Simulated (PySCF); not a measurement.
H2O2.

```xyz
4

O      0.1158     0.7234    -0.0576
O     -0.1158    -0.7234    -0.0576
H     -0.6597     1.0155     0.4612
H      0.6597    -1.0155     0.4612
```

Geometry optimised at PBE-D3(BJ)/def2-TZVP.

The numbers are results of PBE0/pcSseg-2 in PySCF, not measurements. Non-relativistic, no solvent.

Computed absolute GIAO shielding of each atom: isotropic value and principal components (ppm):
| atom | σ(iso) | σ11 | σ22 | σ33 | span |
|---|---|---|---|---|---|
| O1 | 95.6 | -119.0 | 77.3 | 328.7 | 447.7 |
| O2 | 95.6 | -119.0 | 77.3 | 328.7 | 447.7 |
| H3 | 24.5 | 19.3 | 22.1 | 32.1 | 12.8 |
| H4 | 24.5 | 19.3 | 22.1 | 32.1 | 12.8 |
